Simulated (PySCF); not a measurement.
C3H6NS (doublet state).
Cartesian coordinates in Å at the GFN2-xTB level; atoms count from 1:
```xyz
11
C3H6NS angstrom
C     -1.8357   -0.0661    0.3159
C     -0.4612    0.1798    0.7739
C      0.6232   -0.2202   -0.2014
N      1.8712    0.1273    0.1628
S      0.3676   -1.0442   -1.5891
H     -2.6320    0.5866    0.6101
H     -2.0430   -0.9002   -0.3232
H     -0.2567   -0.4052    1.6898
H     -0.3271    1.2327    1.0470
H      2.6361   -0.1241   -0.4411
H      2.0629    0.6363    1.0093
```

The hyperfine couplings belong to this conformer and change with its torsions.

As a line formula: `[CH2]CC(N)=S` [radical].

Method: PySCF, UKS B3LYP, pcH-1 on C H N S, non-relativistic, mean-field spin-orbit, GIAO. The structure is a single GFN2-xTB conformer in the gas phase; no vibrational or solvent corrections. GFN2-xTB frequencies show an imaginary mode (78i cm⁻¹), so this geometry is no minimum at that level. A GFN2-xTB geometry isn't a minimum of the functional, and hyperfine couplings can be far from their values at a DFT geometry. Stability of the SCF solution: not tested.

(1) Match the computed a_iso(13C) values +89.4, -35.4, +33.6 MHz with the sites C1; C2; C3.

Answers

(1) 
```csv
site,a_iso (MHz),ρ(0) (bohr⁻³),position,distance from C1 (Å),spin population,largest |T| (MHz)
C1,+89.4,+0.0796,largest spin population,0.00,+1.09,165.2
C2,-35.4,-0.0315,1 bond from C1,1.47,-0.08,2.6
C3,+33.6,+0.0299,2 bonds from C1,2.52,+0.02,5.1
```

ρ(0) is the spin density at the nucleus and T the dipolar tensor; a_iso includes a spin–orbit part; entries for several nuclei are means. The Mulliken spin populations are largest on C1 (+1.09) and C2 (-0.08). No atom but C1 exceeds +0.15. The positive populations add up to 1.18 and the negative ones to -0.18, together 2S = 1. The angles at C1 add up to 360.0°, so it is planar; its axial dipolar tensor and the negative couplings of its protons fit spin in a p orbital normal to that plane.

Class means assume fast exchange of nuclei equivalent by connectivity; if that motion is slow, each nucleus keeps its own coupling. H10 and H11 aren't averaged: N4 is flat or nearly so (angle sum 360°), and its turn about the short N4–C3 bond (1.35 Å) is taken as slow. The 1H value of +86.3 MHz is a mean of couplings from 30.4 to 142.2 MHz in this one geometry, not an average over conformers.
